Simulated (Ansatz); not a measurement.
System: rhombohedral A7 Sb. Method: LDA in Ansatz (PAW).

Numerical settings: plane-wave cutoff 520 eV, 16×16×16 k mesh, Fermi–Dirac smearing 0.05 eV, scalar-relativistic PAW data made under PBE.

Computed at the level's own relaxed cell.

**Question.** Predict the volume per atom, bulk modulus, lattice parameter a and lattice parameter c.

**Answer.** 
* **volume per atom**: 29.13 Å³/atom
* **bulk modulus**: 45.2 GPa
* **lattice parameter a**: 4.293 Å
* **lattice parameter c**: 10.954 Å

The run finds no gap.

Measured, for comparison: bulk modulus 39.5 GPa (copied from a table, unchecked, extrapolated to 0 K and zero-point effects removed; as tabulated in Lejaeghere et al. (2013), arXiv:1204.2733); lattice constant a 4.301 Å, lattice parameter c 11.232 Å (78 K, zero-point motion not removed; as tabulated in Schiferl, Barrett, J. Appl. Cryst. 2, 30 (1969), COD 9009654). Computed (rounded) less measured: bulk modulus not scored (unchecked), lattice constant a -0.2 %, lattice parameter c -2.5 %.

Note: the bulk modulus comes from volumes at which shape and atoms were relaxed.

Spin–orbit coupling is not included.

Static lattice: no zero-point or thermal effects.

Cost on a shared machine: around 13 core-minutes (rough).

Ansatz is a first-principles code.
